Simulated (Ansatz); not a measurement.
MgMeH (CH4Mg). Total charge 0; singlet. Geometry PBE-D4/def2-TZVP; atoms count from 1.

```xyz
6

Mg   -0.0588   -1.1923    0.5509
C     0.0351    0.7072   -0.3285
H    -0.6219    0.7838   -1.2097
H     1.0556    0.9531   -0.6636
H    -0.2735    1.4974    0.3748
H    -0.1364   -2.7491    1.2761
```

Question: Estimate the Mulliken populations from the PBE0/def2-TZVP orbitals of Ansatz.

Answer: 
```json
{"atom": "Mg1", "charge (e)": "0.49"}
{"atom": "C2", "charge (e)": "-0.80"}
{"atom": "H3", "charge (e)": "0.15"}
{"atom": "H4", "charge (e)": "0.15"}
{"atom": "H5", "charge (e)": "0.15"}
{"atom": "H6", "charge (e)": "-0.13"}
```
Mulliken values depend strongly on the basis.

Question: And the Mayer bond orders between heavy atoms (over 0.3)?

Answer: Mg1–C2 0.78 (2.10 Å).
